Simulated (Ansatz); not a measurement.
All values below come from frozen-core CCSD(T)/def2-TZVPP // PBE0-D4/def2-TZVP (Ansatz, an electronic-structure program).

Ansatz 0.2 input:
```yaml
crystal:
  periodic: [false, false, false]
  atoms:
    - { symbol: C, position_ang: [1.155202, -0.0252, -0.000004] }
    - { symbol: C, position_ang: [-0.044691, 0.003912, 0.0] }
    - { symbol: H, position_ang: [-1.110565, 0.021327, 0.000004] }
basis:
  gaussian: { orbitals: def2-TZVPP }
correlation:
  method: ccsd_t
magnetization:
  spin_polarized: true
  initial_magnetization: 1
```

Output:

```
Functional definition: HF
463 factors; integrals over basis functions are off by at most 1.1e-3 eV
mean field evaluation 1: about -2070.7951 eV, gradient 1.6e1 eV
mean field evaluation 2: about -2070.8025 eV, gradient 1.6e1 eV
mean field evaluation 4: about -2072.5511 eV, gradient 3.4e0 eV
mean field evaluation 8: about -2072.8833 eV, gradient 8.6e-1 eV
mean field evaluation 16: about -2072.2290 eV, gradient 7.0e0 eV
mean field evaluation 32: about -2072.4798 eV, gradient 1.9e-6 eV
mean field evaluation 64: about -2072.4954 eV, gradient 4.8e-2 eV
mean field evaluation 96: about -2072.4770 eV, gradient 1.5e0 eV
mean field evaluation 128: about -2072.4798 eV, gradient 1.8e-4 eV
mean field evaluation 160: about -2072.4797 eV, gradient 2.4e-2 eV
mean field evaluation 192: about -2072.7702 eV, gradient 1.2e0 eV
mean field evaluation 224: about -2072.4797 eV, gradient 1.1e-3 eV
mean field -2072.96411286 eV, -76.1800260421 hartree, gradient 7.9e-6 eV, S^2 1.108156; 9 other end points of the search recorded, 0 dependent functions left out
determinant -2072.96411286 eV, -76.1800260421 hartree, with singles and doubles -2080.45526282 eV, -76.4553207254 hartree
determinant -2072.49673152 eV, -76.1628500947 hartree, with singles and doubles -2079.92295238 eV, -76.4357586775 hartree
determinant -2072.47976007 eV, -76.1622264052 hartree, with singles and doubles -2079.85003769 eV, -76.4330791121 hartree
determinant -2072.47969562 eV, -76.1622240367 hartree, with singles and doubles -2079.84957723 eV, -76.4330621905 hartree
determinant -2072.44068533 eV, -76.1607904352 hartree, with singles and doubles -2080.26479726 eV, -76.4483212452 hartree
determinant -2072.96411286 eV, -76.1800260421 hartree, with singles and doubles -2080.42888996 eV, -76.4543515406 hartree
determinant -2072.49673152 eV, -76.1628500947 hartree, with singles and doubles -2079.75810459 eV, -76.4297006331 hartree
determinant -2072.44068533 eV, -76.1607904352 hartree, with singles and doubles -2080.40743037 eV, -76.4535629152 hartree
2 core orbitals not correlated
reference -2072.96411286 eV, -76.1800260421 hartree; 5, 4 occupied and 69, 70 virtual orbitals, 463 factors
second order -6.56193435 eV of doubles, -0.00000000 eV of singles
cycle   1  -7.46477979 eV  change   -2.7e-6 eV  update   2.6e-6
perturbative correction -0.39388573 eV, -0.0144750335 hartree
Total energy: -2080.82277838 eV, -76.4688266730 hartree
```

Cost: about 26 core-seconds (a rough figure).
